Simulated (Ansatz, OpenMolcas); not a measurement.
# Exact exchange and the HOMO–LUMO gap of C3H7Cl (1-chloropropane)

The species is C3H7Cl (11 atoms), meant as a singlet with charge 0. As SMILES, `CCCCl`. Geometry: relaxed at PBE0-D4/def2-TZVP. This is one conformer, not always the lowest.

The HOMO–LUMO gap y, in eV, basis 6-31G(d); a is the functional's share of exact exchange. Programs: Ansatz 0.2.0, OpenMolcas 26.06.

| functional | program | a | y (eV) |
| --- | --- | --- | --- |
| BLYP | Ansatz | 0 | 6.90 |
| TPSS | OpenMolcas | 0 | 7.27 |
| B3LYP | Ansatz | 0.2 | ? |
| PBE0 | Ansatz | 0.25 | 9.52 |
| r2SCAN0 | Ansatz | 0.25 | 9.90 |
| BHLYP | Ansatz | 0.5 | 12.07 |

**Question.** Fit y = c + s·a to the known rows and predict B3LYP.

**Answer.** 
1. Means of the 5 rows: a = 0.2000, y = 9.132.
2. Σ(Δa)² = 0.175, Σ(Δa·Δy) = 1.758, so the slope is 1.758/0.175 = 10.046.
3. Intercept: 9.132 − (10.046) × 0.2000 = 7.123. The largest residual of the fit is 0.27.
4. B3LYP: 7.123 + (10.046) × 0.2 = 9.13 eV.

The run gave 8.98 eV, so the prediction is off by +0.15 eV, within the scatter of the fit. Exact exchange lowers occupied levels and raises empty ones. The rows mix families of semi-local functionals, which the line can't see.
